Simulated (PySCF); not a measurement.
# C2H2O: calculation and literature

Bonds (- single, = double, # triple, : aromatic): C1=C2 1.307 Å, C2=O3 1.156 Å. C1 carries H4, H5.

Published values to compare with: δ ¹³C C2 201.0; C1 9.5 ppm (measured; gas or nonpolar solvent (not told per row); T. W. Keal, PhD thesis, Durham 2005).
σ ¹³C C1 193.3; C2 -6.3; σ ¹H H4/H5 29.20; σ ¹⁷O O3 -5.9 ppm (CCSD(T)/aug-cc-pCV[TQ]Z extrapolated; gas (isolated, no vibration); Teale, Lutnaes, Helgaker, Tozer, Gauss, JCP 2013, 138, 024111, as tabulated in M. Glasbrenner, PhD thesis, LMU Munich (SI Table 24)).

[PySCF 2.14.0 with density-fitted response routines: σ from GIAO-wB97X-D/pcSseg-2; geometry: PBE0-D3(BJ)/def2-TZVP; one averaged value for each set of equivalent atoms; isolated molecule; non-relativistic Hamiltonian; one computed conformer]

Q: Set the calculated values beside the experiment.

A: 
Reference values: measured (gas or nonpolar solvent (not told per row); T. W. Keal, PhD thesis, Durham 2005).
```json
{"atoms": "C2", "quantity": "δ ¹³C vs CH4", "reference": "201.0", "computed": "208.7"}
{"atoms": "C1", "quantity": "δ ¹³C vs CH4", "reference": "9.5", "computed": "5.0"}
```

Reference values: CCSD(T)/aug-cc-pCV[TQ]Z extrapolated (gas (isolated, no vibration); Teale, Lutnaes, Helgaker, Tozer, Gauss, JCP 2013, 138, 024111, as tabulated in M. Glasbrenner, PhD thesis, LMU Munich (SI Table 24)).
```
atoms  quantity  reference  computed
   C1     σ ¹³C      193.3     186.0
   C2     σ ¹³C       -6.3     -17.7
H4/H5      σ ¹H      29.20     29.23
   O3     σ ¹⁷O       -5.9     -26.4
```

Absolute shieldings are compared as such; zero-point and thermal motion, absent here, lowers them by some tenths of a ppm for H, a few ppm for C and up to about 10 ppm for F.

Computed shifts are σ(ref) − σ with the named reference compound (TMS for H and C) calculated as an isolated molecule at the same level. The measured values may be among those fitted. Scaled to experiment by linear calibration (H and C: mostly CDCl3 data, vs TMS): ¹³C (scatter 2.0 ppm rms, 2.1 ppm with the 3 outliers that the fit left out). Occasional misses reach two or three times the rms, and more in compound classes unlike the fitted ones.

Q: How far are the unscaled ¹³C shifts from the references?

A: Mean signed difference +1.60 ppm, mean absolute 6.10 ppm over 2 comparisons; the largest is +7.7 ppm at C2 (central carbon of a ketene).

Q: How far are the unscaled ¹³C shieldings from the references?

A: Mean signed difference -9.35 ppm, mean absolute 9.35 ppm over 2 comparisons; the largest is -11.4 ppm at C2 (central carbon of a ketene).

6 of the 34 published NMR values on file for this molecule are compared. The rest: values from further sources, other calculations.
